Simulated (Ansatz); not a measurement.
## A basis-limit estimate, worked out

An elementary step of BNH₆S, closed shell (BH₃S ([BH2][SH]) + NH₃ → BNH₄ ([BH2][NH2]) + H₂S; B–S, H–N broken or loosened, B–N, S–H formed or tightened). “Start” and “end” are the PBE0-D4/def2-TZVP structures reached by relaxing down either side of its saddle point, with the molecules still in contact.

Computed with Ansatz 0.2.0 (basis: def2-TZVPP and def2-QZVPP); correlated methods freeze the cores.

Energies in eV:

| quantity | end | start |
| --- | --- | --- |
| Hartree–Fock, triple zeta (X = 3) | -13067.93141 | -13067.89915 |
| Hartree–Fock, quadruple zeta (X = 4) | -13068.35953 | -13068.32452 |
| MP2 correlation, X = 3 | -14.20843 | -14.59869 |
| MP2 correlation, X = 4 | -15.25841 | -15.66287 |
| CCSD(T) correlation, X = 3 | -16.04046 | -16.35307 |

Question: Work out the step energy at the basis limit: extrapolate Hartree–Fock as E(X) = E∞ + A exp(−7.88 √X) and the MP2 correlation as E(X) = E∞ + B X^−2.97 (the exponents that Neese and Valeev fitted for def2-TZVPP and QZVPP), then add CCSD(T) − MP2 in triple zeta.

Answer: Each step is linear, so take the differences first (end − start): Hartree–Fock -0.03226 (X = 3) and -0.03501 (X = 4); MP2 correlation 0.39026 and 0.40446; CCSD(T) correlation 0.31261.
Two points give E∞ = E(4) + w [E(4) − E(3)], with w = 1/(exp(7.88 (2 − √3)) − 1) = 0.1377 for Hartree–Fock and w = 1/((4/3)^2.97 − 1) = 0.7407 for the correlation.
Hartree–Fock: -0.03501 + 0.1377 × (-0.00275) = -0.0354 eV.
MP2 correlation: 0.40446 + 0.7407 × 0.01420 = 0.4150 eV.
CCSD(T) − MP2: 0.31261 − 0.39026 = -0.0776 eV.
Sum: -0.0354 + 0.4150 + (-0.0776) = 0.3020 eV, or 6.96 kcal/mol. Plain CCSD(T) in triple zeta gives 0.2803 eV, so the larger basis shifts the result by 0.0217 eV.

No T1 diagnostic of these runs exceeds 0.012.

Labels in which every atom is bracketed show which atoms are joined, not bond orders.

For scale, one of the runs: CCSD(T)/def2-TZVPP, 188 basis functions, launched by `ansatz run in.yaml --threads 2 --pin off --events-out ev --progress --plain --max-ram 4352MiB`. The run took 43 s on 2 CPU threads of an Arm Neoverse V1 (shared host), with 2 GiB of host memory at its peak.
